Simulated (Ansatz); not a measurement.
# PHF2+ (doublet): from Hartree-Fock to the top rungs, cc-pVDZ

The task here is to estimate one member of a computed series from the others.

Method: cc-pVDZ, core rule «outside noble gas», up to 7 orbitals frozen; program: Ansatz 0.2.0, Gaussian basis.

The runs, in order: UHF; CCSD(T) on ROHF; CCSD(T) on UHF; BCCD(T) on ROHF; CISD as a restricted active space (open shells left free, so some higher excitations enter); CCSDT(Q) on ROHF; CCSDT(Q) on UHF.

12 further runs of the same task are left out: 6 for a known fault of the program, 6 set aside as unsound or not needed. Runs told in other sessions of the task aren't counted.

## The geometry

The geometry is a PBE0/def2-TZVP stationary point (not a proven minimum) of the parent state, kept for this charge and spin.

4 atoms, charge 1, spin multiplicity 2.

Atoms are counted from 1 here; the program's logs count them from 0.

Bond lengths: F1–P2 1.632 Å, P2–F3 1.632 Å, P2–H4 1.402 Å. Angles: F1–P2–F3 164.9°, F1–P2–H4 97.6°, F3–P2–H4 97.6°.

Set-up of the first run:

in.yaml

```yaml
crystal:
  periodic: [false, false, false]
  atoms:
    - {symbol: F, position_ang: [0.000000, -0.118388, 1.617771]}
    - {symbol: P, position_ang: [0.000000, 0.096465, 0.000000]}
    - {symbol: F, position_ang: [0.000000, -0.118388, -1.617771]}
    - {symbol: H, position_ang: [0.000000, 1.498583, 0.000000]}
basis:
  gaussian: {orbitals: cc-pVDZ}
total_charge: 1
magnetization: {spin_polarized: true, initial_magnetization: 1}
hamiltonian: {xc: hf}
output: {orbitals: {seedname: orbitals}}
```

Run with:

```sh
> ansatz run in.yaml --threads 1 --pin off --events-out ev --progress --plain --max-ram 2816MiB --backend cpu
```

Steps of the session up to this table: UHF; CCSD(T) on ROHF; CCSD(T) on UHF; BCCD(T) on ROHF; CISD as a restricted active space (open shells left free, so some higher excitations enter); CCSDT(Q) on ROHF; CCSDT(Q) on UHF.

One table of the session follows, with a row left open; its other results are not shown here.

It belongs to the step «Misses and costs». 

```
   method  from UCCSDT(Q) (meV)
     ROHF                     ?
      UHF              +14253.7
     RMP2                +775.5
     UMP2                +832.3
     CISD               +1909.5
    RCCSD                +506.1
    UCCSD                +499.6
 RCCSD(T)                 +88.1
 UCCSD(T)                 +92.5
  BCCD(T)                 +77.8
   RCCSDT                 +51.7
   UCCSDT                 +51.2
RCCSDT(Q)                 +19.5
UCCSDT(Q)                     0
```

**Question.** Estimate the row for ROHF.

The run gave: from UCCSDT(Q) (meV): +14409.9. In the column «from UCCSDT(Q) (meV)» it is the highest.

Limits of these values: Restricted and unrestricted rows rest on different reference determinants; a gap between their highest levels can come from leftover correlation error, from unlike frozen cores or from another state.
